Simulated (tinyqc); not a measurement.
Worked calculation: RKS/PBE0 in the sto-3g basis, for H2F+, spin multiplicity 1. One step of it, computed by the program tinyqc.

Question. Iteration 1: diagonalisation and new density. Diagonalise F' = X^T F X, C = X C', fill 5 alpha and 5 beta electrons from the bottom; D = 2 C_occ C_occ^T. Each column has its largest component positive (the first on a tie).

Kohn-Sham matrix F (hartree):
```
,1F 1s,1F 2s,1F 2px,1F 2py,1F 2pz,2H 1s,3H 1s
1F 1s,-27.344345,-6.747232,-0.049032,0.003083,0.003926,-0.789832,-0.742014
1F 2s,-6.747232,-3.472282,-0.025667,-0.039214,-0.122245,-0.820562,-0.770814
1F 2px,-0.049032,-0.025667,-1.086561,0.000577,0.000219,-0.015334,-0.025200
1F 2py,0.003083,-0.039214,0.000577,-1.144231,-0.003685,-0.341579,0.301698
1F 2pz,0.003926,-0.122245,0.000219,-0.003685,-1.119529,-0.312960,-0.269754
2H 1s,-0.789832,-0.820562,-0.015334,-0.341579,-0.312960,-0.772419,-0.245988
3H 1s,-0.742014,-0.770814,-0.025200,0.301698,-0.269754,-0.245988,-0.642717
```

X:
```
,1F 1s,1F 2s,1F 2px,1F 2py,1F 2pz,2H 1s,3H 1s
1F 1s,1.023237,-0.131728,0.000000,0.000000,-0.004347,0.014603,0.014603
1F 2s,-0.131728,1.096346,0.000000,0.000000,0.038917,-0.158040,-0.158040
1F 2px,0.000000,0.000000,1.000000,0.000000,0.000000,0.000000,0.000000
1F 2py,0.000000,0.000000,0.000000,1.037910,0.000000,-0.122266,0.122266
1F 2pz,-0.004347,0.038917,0.000000,0.000000,1.020418,-0.083259,-0.083259
2H 1s,0.014603,-0.158040,0.000000,-0.122266,-0.083259,1.072213,-0.062098
3H 1s,0.014603,-0.158040,0.000000,0.122266,-0.083259,-0.062098,1.072213
```

Give: F' = X^T F X; orbital energies; coefficients C; D after iteration 1.

Answer.

F' = X^T F X (hartree):
```
,1,2,3,4,5,6,7
1,-26.911,-3.302,-0.047,0.013,-0.002,-0.099,-0.047
2,-3.302,-2.264,-0.015,-0.035,-0.071,-0.273,-0.249
3,-0.047,-0.015,-1.087,-0.001,0.003,-0.012,-0.023
4,0.013,-0.035,-0.001,-1.083,0.002,-0.186,0.172
5,-0.002,-0.071,0.003,0.002,-1.084,-0.161,-0.122
6,-0.099,-0.273,-0.012,-0.186,-0.161,-0.562,-0.054
7,-0.047,-0.249,-0.023,0.172,-0.122,-0.054,-0.444
```

orbital energies (hartree): MO1 -27.347, MO2 -1.940, MO3 -1.170, MO4 -1.116, MO5 -1.087, MO6 -0.439, MO7 -0.337

coefficients C:
```
,MO1,MO2,MO3,MO4,MO5,MO6,MO7
1F 1s,0.997,-0.248,0.021,0.050,0.004,0.065,0.035
1F 2s,0.011,0.998,-0.092,-0.227,-0.029,-0.410,-0.216
1F 2px,0.002,0.017,-0.028,0.020,0.999,-0.024,-0.022
1F 2py,-0.001,0.049,0.913,-0.115,0.031,-0.254,0.438
1F 2pz,0.001,0.149,0.075,0.936,-0.030,-0.363,-0.137
2H 1s,-0.001,0.044,0.178,0.130,0.017,1.009,-0.364
3H 1s,-0.003,0.009,-0.128,0.082,0.025,0.275,1.049
```

D after iteration 1:
```
,1F 1s,1F 2s,1F 2px,1F 2py,1F 2pz,2H 1s,3H 1s
1F 1s,2.119,-0.500,0.005,0.002,0.024,-0.003,-0.008
1F 2s,-0.500,2.112,-0.029,-0.019,-0.139,-0.006,0.002
1F 2px,0.005,-0.029,1.998,0.008,-0.023,0.031,0.060
1F 2py,0.002,-0.019,0.008,1.701,-0.065,0.300,-0.249
1F 2pz,0.024,-0.139,-0.023,-0.065,1.812,0.283,0.136
2H 1s,-0.003,-0.006,0.031,0.300,0.283,0.102,-0.022
3H 1s,-0.008,0.002,0.060,-0.249,0.136,-0.022,0.047
```
